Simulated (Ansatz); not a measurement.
# SiB2H4: small, medium and large basis sets

The task here is to estimate one member of a computed series from the others.

The runs use Ansatz 0.2.0, Gaussian basis; one geometry, several basis sets.

The runs, in order: PBE0-D4/def2-SVP; ωB97M-V/def2-SVP; PBE0-D4/def2-QZVPP; ωB97M-V/def2-QZVPP; the functionals' def2-TZVPP values are taken from earlier runs.

1 further run of the same task is left out (it didn't finish).

## The geometry

The geometry comes from an earlier relaxation with PBE0-D4 in a triple-zeta def2 set; it is a stationary point, not always the lowest conformer.

SMILES `B1B[SiH2]1`, 7 atoms, charge 0, spin multiplicity 1.

Atoms are counted from 1 here; the program's logs count them from 0.

Bond lengths: B1–B2 1.479 Å, B1–Si3 2.024 Å, B1–H4 1.180 Å, B2–Si3 2.028 Å, B2–H5 1.180 Å, Si3–H6 1.483 Å, Si3–H7 1.483 Å. Angles: B2–B1–Si3 68.7°, B2–B1–H4 176.3°, Si3–B1–H4 107.6°, B1–B2–Si3 68.5°, B1–B2–H5 175.8°, Si3–B2–H5 107.4°, B1–Si3–B2 42.8°, B1–Si3–H6 104.3°, B1–Si3–H7 146.8°, B2–Si3–H6 147.1°, B2–Si3–H7 104.0°, H6–Si3–H7 108.9°.

The first run:

Input file in.yaml:

```yaml
crystal:
  periodic: [false, false, false]
  atoms:
    - {symbol: B, position_ang: [-1.078570, -0.280600, -0.677249]}
    - {symbol: B, position_ang: [0.251917, -0.852549, -0.976968]}
    - {symbol: Si, position_ang: [0.324069, 0.408449, 0.609212]}
    - {symbol: H, position_ang: [-2.106016, 0.220512, -0.385260]}
    - {symbol: H, position_ang: [1.342437, -1.269940, -1.145769]}
    - {symbol: H, position_ang: [-0.419495, 1.329056, 1.503422]}
    - {symbol: H, position_ang: [1.746859, 0.376972, 1.026913]}
basis:
  gaussian: {orbitals: def2-SVP}
hamiltonian: {xc: pbe0, dispersion: d4}
output: {orbitals: {seedname: orbitals}}
```

Launch:

```
ansatz run in.yaml --threads 2 --pin off --events-out ev --progress --plain --max-ram 4352MiB
```

Among the steps run: PBE0-D4 in def2-SVP; ωB97M-V in def2-SVP; PBE0-D4 in def2-QZVPP; ωB97M-V in def2-QZVPP.

One table of the session follows, with a row left open; its other results are not shown here.

It belongs to the step «Functionals by basis». 

```
functional       basis  HOMO (eV)  LUMO (eV)
   PBE0-D4    def2-SVP      -7.04      -1.87
   PBE0-D4  def2-TZVPP          ?          ?
   PBE0-D4  def2-QZVPP      -7.02      -1.94
   ωB97M-V    def2-SVP      -8.97       0.08
   ωB97M-V  def2-TZVPP      -8.99      -0.06
   ωB97M-V  def2-QZVPP      -8.99      -0.12
```

**Question.** Estimate the row for PBE0-D4, def2-TZVPP.

**Answer.** HOMO (eV): -7.02; LUMO (eV): -1.92.
